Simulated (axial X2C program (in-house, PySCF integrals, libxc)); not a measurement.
# FH⁻: bond curves with and without spin–orbit coupling

Aim: find the lowest determinant of FH⁻, scan the bond at several levels and fit the constants, once spin-free and once with spin–orbit coupling.

Program: an in-house X2C program for linear molecules on PySCF integrals. Level of theory: all-electron X2C, F dyall-av3z, H dyall-av3z. These are calculated values, not measurements.

**1. Set-up**

The input, task.json:

```json
{"zs": [9, 1], "q": -1, "bas": ["dyall-av3z", "dyall-av3z"], "levels": ["PBE0", "HF", "BLYP"], "cc": true, "r0": 0.96, "thr": -2.0, "nmax": 90, "npts": 10, "nst": 2, "ntry": 6}
```

Keys: zs atomic numbers; q charge; bas basis sets; levels methods (HF also brings MP2); cc coupled cluster on or off; r0 starting distance in Å; thr threshold in hartree for freezing inner shells (an s shell follows its p shell); nmax most natural virtual spinors; npts points asked for on the curve; nst determinants followed; ntry starts of the search.

Command:

```
$ python so2c.py task.json out
```

Spin-free means the one-electron spin-free X2C Hamiltonian; two-component (2c) means X2C with spin–orbit coupling and atomic mean-field two-electron Coulomb and Gaunt terms. Basis: F dyall-av3z contracted to [7s6p3d2f], H dyall-av3z contracted to [7s3p2d]; Gaussian nuclei, density fitting. Masses: F 18.998 u, H 1.008 u.

Notation: σ, π±, δ± give the projection m of an orbital's angular momentum (0, ±1, ±2), α and β its spin, Λ and M_S the sums; ω is the projection of a spinor's total angular momentum and Ω the sum. Logs are in hartree.

The results follow Hamiltonian by Hamiltonian and level by level.

**2. Search for the lowest determinant**

PBE0 moves the distance from 0.960 Å to 0.933 Å and compares determinants there.

Spin-free determinants:

```
ΔE (eV)             state                open shells
   0.00  M_S = 1/2, Λ = 0   beyond closed shells: σα
   2.85  M_S = 1/2, Λ = 1  beyond closed shells: π+α
```

Two-component determinants:

| ΔE (eV) | state | open shells |
| --- | --- | --- |
| 0.00 | Ω = 1/2 | excess of +ω over −ω: ω = 1/2 |
| 2.85 | Ω = 3/2 | excess of +ω over −ω: ω = 3/2 |

**3. PBE0, spin-free**

State followed: M_S = 1/2, Λ = 0 (beyond closed shells: σα). The scan is laid around 0.933 Å, a first estimate of the minimum, and this SCF restarts from the orbitals of the search.

Output at 0.933 Å:

```text
spin-free X2C-1e  PBE0
basis functions 80  fitting functions 401  grid points 4336
iter        total energy     max residual
   1       -100.477066932     9.59e-06
   2       -100.477066934     4.25e-06
converged
one-electron -152.11762111  Coulomb 57.36058887  exact exchange -2.61912025  xc functional -8.20551777  nuclear repulsion 5.10460332
```

Along the bond, energies from the lowest point:

| R (Å) | E (eV) | μ (D) | HOMO (eV) | LUMO (eV) | iterations |
| --- | --- | --- | --- | --- | --- |
| 0.812 | 0.5184 | -5.43 | 1.36 | 3.26 | 10 |
| 0.849 | 0.2217 | -5.49 | 1.36 | 3.26 | 10 |
| 0.877 | 0.0900 | -5.54 | 1.36 | 3.25 | 10 |
| 0.905 | 0.0201 | -5.57 | 1.36 | 3.25 | 10 |
| 0.933 | 0.0000 | -5.60 | 1.36 | 3.25 | 2 |
| 0.966 | 0.0259 | -5.61 | 1.35 | 3.25 | 10 |
| 0.998 | 0.0921 | -5.62 | 1.35 | 3.26 | 10 |
| 1.040 | 0.2185 | -5.59 | 1.35 | 3.28 | 11 |
| 1.092 | 0.4097 | -5.50 | 1.35 | 3.32 | 11 |
| 1.166 | 0.7083 | -5.23 | 1.35 | 3.41 | 12 |

Dipoles are positive if H is the positive end and refer to the centre of mass.

Outer orbitals at the reference distance:

| symmetry | occupied | ε (eV) | atomic character |
| --- | --- | --- | --- |
| σα | yes | -29.06 | 66% F s, 16% H s, 12% H p |
| σβ | yes | -29.00 | 66% F s, 16% H s, 12% H p |
| σα | yes | -10.97 | 74% F p, 16% H s, 5% F s |
| σβ | yes | -10.91 | 74% F p, 16% H s, 5% F s |
| π+α | yes | -7.33 | 87% F p, 7% H p, 6% H d |
| π-α | yes | -7.33 | 87% F p, 7% H p, 6% H d |
| π+β | yes | -7.31 | 87% F p, 7% H p, 6% H d |
| π-β | yes | -7.31 | 87% F p, 7% H p, 6% H d |
| σα | yes | 1.36 | 89% H s, 4% H p, 3% F p |
| σβ | no | 3.25 | 89% H s, 6% F s, 4% H p |
| σα | no | 4.75 | 57% H s, 19% H p, 15% F s |
| σα | no | 4.79 | 67% F p, 16% H s, 12% H p |
| π+α | no | 5.33 | 87% F p, 13% H p |

PBE0 fields in the half plane through the axis: z from -2.4 to 3.3 Å across, distance from the axis 0.15 to 2.25 Å upwards; F lies at z = 0 and H at z = 0.933 Å; the ELF is damped to zero where the density is low.

log10 density (e/bohr³). Ten even steps from '0' (-4.23 ) to '9' (0.68 ):
```
00001111111111122211
00001112222222222222
00011222222222222222
00012233433322222222
00122345554433222222
00123456665543332222
00124567877654332222
00134578987765433222
```

ELF. Ten even steps from ' ' (0.00 ) to '@' (0.97 ):
```
                      ..::==**########**
                        ..::++##%%%%%%##
                          ..==##%%@@@@%%
            ..::::..      ..--**%%@@@@@@
          ..==++++==::..  ..::++%%@@@@@@
        ..--**%%%%##++--::....==%%@@@@@@
        ..++##%%%%%%######==::--##@@@@@@
        ::++%%##::**@@@@@@##----##@@@@@@
```

Re = 0.932 Å, ωe = 3794 cm⁻¹, ωexe = 153 cm⁻¹, Be = 20.27 cm⁻¹, De = 2.37 eV, μ = -5.60 D.

**4. HF, spin-free**

The SCF at the reference distance of 0.933 Å:

```text
spin-free X2C-1e  HF
basis functions 80  fitting functions 401  grid points 4336
iter        total energy     max residual
   1       -100.128909906     3.91e-02
   2       -100.134882970     3.62e-03
   3       -100.135079832     8.33e-04
   4       -100.135102507     5.18e-04
   5       -100.135107364     1.63e-04
   6       -100.135109394     6.85e-05
   7       -100.135109660     2.36e-05
   8       -100.135109691     8.31e-06
   9       -100.135109693     2.96e-06
  10       -100.135109693     5.97e-07
converged
one-electron -152.16648197  Coulomb 57.43562687  exact exchange -10.50885792  xc functional 0.00000000  nuclear repulsion 5.10460332
```

Re = 0.905 Å, ωe = 4284 cm⁻¹, ωexe = 106 cm⁻¹, Be = 21.51 cm⁻¹, De = 2.45 eV, μ = -5.68 D.

**5. BLYP, spin-free**

Output at 0.933 Å:

```text
spin-free X2C-1e  BLYP
basis functions 80  fitting functions 401  grid points 4336
iter        total energy     max residual
   1       -100.562785522     2.49e-02
   2       -100.565456615     4.02e-03
   3       -100.565264978     6.72e-03
   4       -100.565595575     3.74e-04
   5       -100.565596733     1.37e-04
   6       -100.565596893     2.96e-05
   7       -100.565596902     2.11e-06
   8       -100.565596902     5.62e-07
converged
one-electron -152.12039902  Coulomb 57.35644688  exact exchange 0.00000000  xc functional -10.90624809  nuclear repulsion 5.10460332
```

Re = 0.957 Å, ωe = 3354 cm⁻¹, ωexe = 192 cm⁻¹, Be = 19.24 cm⁻¹, De = 2.07 eV, μ = -5.38 D.

**6. MP2 and beyond, spin-free**

Correlated methods: 9 electrons correlated (frozen shells, counted by type: F 1 s; H none), 145 virtual spinors in MP2, 89 natural virtuals in coupled cluster.

Output of the correlated part at 0.933 Å:

```text
correlated 9  virtual 145  natural virtual 89  E(MP2) -0.289274943  MP2 remainder -0.002755871
iter   CCSD correlation   residual
   1     -0.282159505   7.06e-02
   2     -0.286968632   2.41e-02
   3     -0.288152495   8.75e-03
   4     -0.288077339   2.42e-03
   5     -0.288072011   9.72e-04
   6     -0.288073375   3.20e-04
   7     -0.288072098   6.95e-05
   8     -0.288072730   1.94e-05
   9     -0.288072247   6.20e-06
  10     -0.288072352   1.57e-06
  11     -0.288072328   4.56e-07
  12     -0.288072330   1.37e-07
(T) -0.008046628  T1 0.0162  D1 0.0291  max T2 0.030
```

T1 in the output is the amplitude norm over the root of the electron number; divide by √2 for the Lee–Taylor value.

MP2: Re = 0.934 Å, ωe = 3809 cm⁻¹, Be = 20.21 cm⁻¹, De = 2.08 eV.

CCSD: Re = 0.929 Å, ωe = 3880 cm⁻¹, ωexe = 129 cm⁻¹, Be = 20.4 cm⁻¹, De = 2.31 eV. T1 at Re = 0.011 (Lee–Taylor, the printed value over √2).

CCSD(T): Re = 0.933 Å, ωe = 3814 cm⁻¹, ωexe = 136 cm⁻¹, Be = 20.24 cm⁻¹, De = 2.24 eV. T1 at Re = 0.011 (Lee–Taylor, the printed value over √2).

**7. The spin-free curves together**

Energy (eV) of the followed determinant, spin-free, from each level's lowest point:

| R (Å) | PBE0 | HF | MP2 | CCSD | CCSD(T) | BLYP |
| --- | --- | --- | --- | --- | --- | --- |
| 0.812 | 0.518 | 0.360 | 0.533 | n/a | n/a | 0.651 |
| 0.849 | 0.222 | 0.117 | 0.231 | 0.212 | 0.227 | 0.319 |
| 0.877 | 0.090 | 0.027 | 0.096 | 0.083 | 0.093 | 0.160 |
| 0.905 | 0.020 | 0.000 | 0.023 | 0.016 | 0.022 | 0.061 |
| 0.933 | 0.000 | 0.024 | 0.000 | 0.000 | 0.000 | 0.011 |
| 0.966 | 0.026 | 0.102 | 0.024 | 0.032 | 0.025 | 0.000 |
| 0.998 | 0.092 | 0.223 | 0.090 | 0.105 | 0.092 | 0.028 |
| 1.040 | 0.218 | 0.424 | 0.218 | 0.243 | 0.221 | 0.105 |
| 1.092 | 0.410 | 0.712 | 0.416 | n/a | n/a | 0.235 |
| 1.166 | 0.708 | 1.163 | 0.731 | n/a | n/a | 0.451 |

**8. PBE0, 2c**

State followed: Ω = 1/2 (excess of +ω over −ω: ω = 1/2). The scan is laid around 0.933 Å, a first estimate of the minimum, and this SCF restarts from the orbitals of the search.

The SCF at the reference distance of 0.933 Å:

```text
two-component X2C + atomic mean field  PBE0
basis functions 80  fitting functions 401  grid points 4336
iter        total energy     max residual
   1       -100.470124201     4.88e-06
   2       -100.470124202     5.28e-06
converged
one-electron -152.09923406  Coulomb 57.35481808  exact exchange -2.61883105  xc functional -8.20461961  nuclear repulsion 5.10460332  atomic mean-field constant -0.00686088
```

Along the bond, energies from the lowest point:

| R (Å) | E (eV) | μ (D) | HOMO (eV) | LUMO (eV) | iterations |
| --- | --- | --- | --- | --- | --- |
| 0.812 | 0.5191 | -5.33 | 1.36 | 3.22 | 10 |
| 0.849 | 0.2221 | -5.41 | 1.36 | 3.23 | 10 |
| 0.877 | 0.0902 | -5.46 | 1.36 | 3.23 | 10 |
| 0.905 | 0.0202 | -5.51 | 1.36 | 3.23 | 10 |
| 0.933 | 0.0000 | -5.54 | 1.36 | 3.23 | 2 |
| 0.966 | 0.0259 | -5.57 | 1.35 | 3.24 | 10 |
| 0.998 | 0.0919 | -5.58 | 1.35 | 3.25 | 10 |
| 1.040 | 0.2183 | -5.56 | 1.35 | 3.27 | 11 |
| 1.092 | 0.4094 | -5.48 | 1.35 | 3.31 | 11 |
| 1.166 | 0.7081 | -5.23 | 1.35 | 3.41 | 12 |

Dipoles are positive if H is the positive end and refer to the centre of mass.

Outer spinors at the reference distance:

```json
{"ω": "1/2", "occupied": "yes", "ε (eV)": "-29.06", "atomic character": "66% F s, 16% H s, 12% H p", "λ mixture": "100% σ"}
{"ω": "-1/2", "occupied": "yes", "ε (eV)": "-29.00", "atomic character": "66% F s, 16% H s, 12% H p", "λ mixture": "100% σ"}
{"ω": "1/2", "occupied": "yes", "ε (eV)": "-10.97", "atomic character": "74% F p, 16% H s, 5% F s", "λ mixture": "100% σ"}
{"ω": "-1/2", "occupied": "yes", "ε (eV)": "-10.90", "atomic character": "74% F p, 16% H s, 5% F s", "λ mixture": "100% σ"}
{"ω": "-1/2", "occupied": "yes", "ε (eV)": "-7.34", "atomic character": "87% F p, 7% H p, 6% H d", "λ mixture": "100% π"}
{"ω": "1/2", "occupied": "yes", "ε (eV)": "-7.32", "atomic character": "87% F p, 7% H p, 6% H d", "λ mixture": "100% π"}
{"ω": "3/2", "occupied": "yes", "ε (eV)": "-7.30", "atomic character": "87% F p, 7% H p, 6% H d", "λ mixture": "100% π"}
{"ω": "-3/2", "occupied": "yes", "ε (eV)": "-7.28", "atomic character": "87% F p, 7% H p, 6% H d", "λ mixture": "100% π"}
{"ω": "1/2", "occupied": "yes", "ε (eV)": "1.36", "atomic character": "90% H s, 4% H p, 3% F p", "λ mixture": "100% σ"}
{"ω": "-1/2", "occupied": "no", "ε (eV)": "3.23", "atomic character": "89% H s, 6% F s, 4% H p", "λ mixture": "100% σ"}
{"ω": "1/2", "occupied": "no", "ε (eV)": "4.75", "atomic character": "58% H s, 18% H p, 15% F s", "λ mixture": "100% σ"}
{"ω": "1/2", "occupied": "no", "ε (eV)": "4.85", "atomic character": "70% F p, 14% H s, 12% H p", "λ mixture": "100% σ"}
{"ω": "-1/2", "occupied": "no", "ε (eV)": "5.33", "atomic character": "87% F p, 13% H p", "λ mixture": "100% π"}
```

PBE0 fields in the half plane through the axis: z from -2.4 to 3.3 Å across, distance from the axis 0.15 to 2.25 Å upwards; F lies at z = 0 and H at z = 0.933 Å; the ELF is damped to zero where the density is low.

log10 density (e/bohr³). Ten even steps from '0' (-4.23 ) to '9' (0.68 ):
```
00001111111111122211
00001112222222222222
00011222222222222222
00012233433322222222
00122345554433222222
00123456665543332222
00124567877654332222
00134578987765433222
```

ELF. Ten even steps from '0' (0.00 ) to '9' (0.97 ):
```
00000000000124677776
00000000000012578887
00000000000001478998
00000012210001368999
00000145542100258999
00001368875321148999
00001578887774237999
00002587269997337999
```

Re = 0.932 Å, ωe = 3795 cm⁻¹, ωexe = 153 cm⁻¹, Be = 20.27 cm⁻¹, De = 2.37 eV, μ = -5.54 D.

**9. HF, 2c**

Output at 0.933 Å:

```text
two-component X2C + atomic mean field  HF
basis functions 80  fitting functions 401  grid points 4336
iter        total energy     max residual
   1       -100.121997748     3.91e-02
   2       -100.127967546     3.61e-03
   3       -100.128163696     8.37e-04
   4       -100.128186121     5.21e-04
   5       -100.128190921     1.65e-04
   6       -100.128192916     6.96e-05
   7       -100.128193182     2.41e-05
   8       -100.128193213     8.29e-06
   9       -100.128193215     2.90e-06
  10       -100.128193215     5.93e-07
converged
one-electron -152.14840203  Coulomb 57.43014310  exact exchange -10.50767672  xc functional 0.00000000  nuclear repulsion 5.10460332  atomic mean-field constant -0.00686088
```

Re = 0.905 Å, ωe = 4284 cm⁻¹, ωexe = 106 cm⁻¹, Be = 21.5 cm⁻¹, De = 2.45 eV, μ = -5.60 D.

**10. BLYP, 2c**

The SCF at the reference distance of 0.933 Å:

```text
two-component X2C + atomic mean field  BLYP
basis functions 80  fitting functions 401  grid points 4336
iter        total energy     max residual
   1       -100.555799457     2.49e-02
   2       -100.558472526     4.01e-03
   3       -100.558282830     6.70e-03
   4       -100.558611076     3.73e-04
   5       -100.558612225     1.39e-04
   6       -100.558612388     2.98e-05
   7       -100.558612397     2.08e-06
   8       -100.558612397     5.58e-07
converged
one-electron -152.10279468  Coulomb 57.35150899  exact exchange 0.00000000  xc functional -10.90506915  nuclear repulsion 5.10460332  atomic mean-field constant -0.00686088
```

Re = 0.957 Å, ωe = 3354 cm⁻¹, ωexe = 192 cm⁻¹, Be = 19.23 cm⁻¹, De = 2.07 eV, μ = -5.33 D.

**11. MP2 and beyond, 2c**

Correlated methods: 9 electrons correlated (frozen shells, counted by type: F 1 s; H none), 145 virtual spinors in MP2, 90 natural virtuals in coupled cluster.

Output of the correlated part at 0.933 Å:

```text
correlated 9  virtual 145  natural virtual 90  E(MP2) -0.289253594  MP2 remainder -0.002544262
iter   CCSD correlation   residual
   1     -0.282321177   7.06e-02
   2     -0.287131112   2.41e-02
   3     -0.288315463   8.75e-03
   4     -0.288240170   2.43e-03
   5     -0.288234754   9.75e-04
   6     -0.288236158   3.21e-04
   7     -0.288234873   6.97e-05
   8     -0.288235505   1.94e-05
   9     -0.288235023   6.21e-06
  10     -0.288235127   1.57e-06
  11     -0.288235103   4.58e-07
  12     -0.288235105   1.37e-07
(T) -0.008059917  T1 0.0162  D1 0.0292  max T2 0.030
```

MP2: Re = 0.934 Å, ωe = 3809 cm⁻¹, Be = 20.2 cm⁻¹, De = 2.08 eV.

CCSD: Re = 0.929 Å, ωe = 3881 cm⁻¹, ωexe = 129 cm⁻¹, Be = 20.39 cm⁻¹, De = 2.31 eV. T1 at Re = 0.011 (Lee–Taylor, the printed value over √2).

CCSD(T): Re = 0.933 Å, ωe = 3815 cm⁻¹, ωexe = 136 cm⁻¹, Be = 20.23 cm⁻¹, De = 2.24 eV. T1 at Re = 0.011 (Lee–Taylor, the printed value over √2).

**12. The 2c curves together**

Energy (eV) of the followed determinant, 2c, from each level's lowest point:

| R (Å) | PBE0 | HF | MP2 | CCSD | CCSD(T) | BLYP |
| --- | --- | --- | --- | --- | --- | --- |
| 0.812 | 0.519 | 0.361 | 0.534 | n/a | n/a | 0.653 |
| 0.849 | 0.222 | 0.118 | 0.232 | 0.213 | 0.228 | 0.320 |
| 0.877 | 0.090 | 0.027 | 0.096 | 0.083 | 0.094 | 0.160 |
| 0.905 | 0.020 | 0.000 | 0.023 | 0.016 | 0.022 | 0.061 |
| 0.933 | 0.000 | 0.023 | 0.000 | 0.000 | 0.000 | 0.011 |
| 0.966 | 0.026 | 0.102 | 0.024 | 0.031 | 0.025 | 0.000 |
| 0.998 | 0.092 | 0.222 | 0.089 | 0.105 | 0.092 | 0.028 |
| 1.040 | 0.218 | 0.423 | 0.218 | 0.243 | 0.221 | 0.105 |
| 1.092 | 0.409 | 0.711 | 0.416 | n/a | n/a | 0.235 |
| 1.166 | 0.708 | 1.162 | 0.730 | n/a | n/a | 0.451 |

Time for the job: 47 s (1 thread of Arm Neoverse V2, shared host).

**13. Constants**

Lowest determinant that the search found at its distance, spin-free: M_S = 1/2, Λ = 0 (beyond closed shells: σα).

Lowest determinant that the search found at its distance, 2c: Ω = 1/2 (excess of +ω over −ω: ω = 1/2).

```csv
Hamiltonian,level,Re (Å),ωe (cm⁻¹),De (eV)
spin-free,PBE0,0.932,3794,2.37
spin-free,HF,0.905,4284,2.45
spin-free,MP2,0.934,3809,2.08
spin-free,CCSD,0.929,3880,2.31
spin-free,CCSD(T),0.933,3814,2.24
spin-free,BLYP,0.957,3354,2.07
2c,PBE0,0.932,3795,2.37
2c,HF,0.905,4284,2.45
2c,MP2,0.934,3809,2.08
2c,CCSD,0.929,3881,2.31
2c,CCSD(T),0.933,3815,2.24
2c,BLYP,0.957,3354,2.07
```

Time per point (s) on 1 thread of Arm Neoverse V2, shared host (2c runs; CCSD comes with the CCSD(T) run); the times are rough: PBE0 0.13, HF 0.061, MP2 0.096, CCSD(T) 2.4, BLYP 0.12.

What this shows: At CCSD(T), going from spin-free to two-component changes Re by 0 mÅ, ωe by 0.0 %, which is small (part of it comes from the scalar share of the two-electron terms). De moves by 0.00 eV; both De rest on single-determinant atoms, which can miss part of an open shell's spin–orbit lowering. The highest occupied level is positive at the mean-field levels quoted, so the basis may hold the extra electron and these numbers are no safe properties of the anion.

De refers to F- + H, each in the lowest determinant found, which need not be this curve's own limit. The state is a single determinant with fixed occupations, the lowest that a limited PBE0 search found. De is counted from the lowest determinant-based energies of the atoms at the same level, without counterpoise correction. Density functionals use the spin component along the axis (collinear). Coupled cluster ran in a truncated set of natural virtual spinors; the MP2 energy of the rest was added.
